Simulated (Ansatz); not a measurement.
Species: CN, charge 1, multiplicity 1. 
Coordinates optimised at B3LYP-D3(BJ)/def2-TZVP (Ansatz, an electronic-structure program):
```xyz
2

C      0.0000     0.0000    -0.6312
N      0.0000     0.0000     0.5411
```
Charge +1, spin multiplicity 1.

Total electronic energies in hartree. Valence correlation only, unless marked. No spin-orbit coupling. No relativistic terms.  The program attaches cautions to a run behind MP2/STO-3G: other roots. The program attaches cautions to a run behind CCSD/def2-SVPD: large difference.

The Hartree-Fock reference is unstable (checked in the largest basis), which strains HF and MP2. The T1 diagnostic of CCSD in the largest basis is 0.070, which is high, so the coupled-cluster rows are less sure than usual.

```json
[
 {"level": "PBE0/6-31G*", "program": "Ansatz", "energy (Eh)": "-92.04401"},
 {"level": "CAM-B3LYP-D3(BJ)/def2-TZVPD", "program": "Ansatz + dftd3", "energy (Eh)": "-92.13521"},
 {"level": "PBE-QIDH/def2-TZVPD", "program": "Ansatz", "energy (Eh)": "-92.06513"},
 {"level": "RPA@PBE/cc-pVQZ", "program": "Ansatz", "energy (Eh)": "-92.23573"},
 {"level": "MP2/STO-3G", "program": "Ansatz", "energy (Eh)": "-90.73472"},
 {"level": "CCSD/def2-SVPD", "program": "Ansatz", "energy (Eh)": "-91.88551"},
 {"level": "CCSD(T)/cc-pVDZ", "program": "Ansatz", "energy (Eh)": "-91.99833"},
 {"level": "CCSD(T)/cc-pVQZ", "program": "Ansatz", "energy (Eh)": "-92.08538"}
]
```

Totals of different functionals don't rank their quality; only differences between species are comparable.
